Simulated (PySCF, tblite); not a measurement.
Complex of beryllium hydride and ammonia

A gas-phase complex of beryllium hydride and ammonia; neutral, singlet. The structure comes from a short search (6 tight-binding starts) and was relaxed by PBE0-D3(BJ)/def2-TZVPD; another way of binding may lie lower. Frequencies by PBE0-D3(BJ)/def2-TZVPD show no clear imaginary mode.

```csv
part,name,SMILES,atoms,charge,multiplicity
1,beryllium hydride,[BeH2],1–3,0,1
2,ammonia,N,4–7,0,1
```

Coordinates in Å:
```
Be1     0.088    0.980   -0.550
H2     -1.229    0.678   -0.320
H3      1.153    0.480   -1.252
N4      0.574    2.416    0.359
H5      1.290    2.950   -0.122
H6      0.977    2.108    1.240
H7     -0.205    3.026    0.581
```

| contact | kind (by geometry) | distance (Å) | angle (°) |
| --- | --- | --- | --- |
| Be1···N4 | bond | 1.767 | - |

The parts are joined by the bond Be1–N4, so these are energies of forming such bonds; deforming the relaxed parts to their shape in the adduct costs 9.1 kcal/mol, which the interaction energies leave out.

Interaction energies are complex less parts, with the parts frozen as they stand in it; counterpoise-corrected, in kcal/mol (PySCF).

(1) Give the interaction energy at each level run.

(2) What holds them together? Decompose the wB97M-D3(BJ)/def2-TZVPD energy: frozen parts, their antisymmetrised product, then relaxation.

The parts were also relaxed and run alone, at the levels used for the complex: shieldings by PBE0/pcSseg-2; core levels by delta-SCF with SCAN, pcX-2 on the ionised atom and pcseg-1 elsewhere, spin-free X2C.

Values alone: shielding of Be1 (ppm): 77.9; shielding of N4 (ppm): 263.7; Be1 1s core level (eV): 121.80; N4 1s core level (eV): 405.54.

(3) What does binding change?

(4) What are the binding energy from relaxed parts (wB97M-D3(BJ)/def2-TZVPD), and ΔH and ΔG of association at 298.15 K and 1 atm?

Answers

(1) 
| level | interaction | superposition error removed |
| --- | --- | --- |
| wB97M-D3(BJ)/def2-TZVPD | -32.97 | -0.34 |
| PBE0-D3(BJ)/def2-TZVPD | -34.51 | -0.33 |

(2) electrostatic -59.7, Pauli repulsion +61.1, orbital relaxation -33.1, dispersion correction -1.5 kcal/mol, which sum to the value before the counterpoise correction; the Pauli term holds the exchange-correlation of the frozen density too. Of the attraction, 63 % is electrostatic, 35 % is orbital relaxation, 2 % is dispersion correction.

(3) 
```
              property   alone  in the complex  change
shielding of Be1 (ppm)    77.9            83.8    +5.9
 shielding of N4 (ppm)   263.7           230.5   -33.2
Be1 1s core level (eV)  121.80          118.71   -3.09
 N4 1s core level (eV)  405.54          407.93   +2.39
```

(4) -23.86 kcal/mol, -20.53 with zero-point energy; ΔH -21.6 and ΔG -14.2 kcal/mol, from harmonic vibrations by PBE0-D3(BJ)/def2-TZVPD with low modes damped.
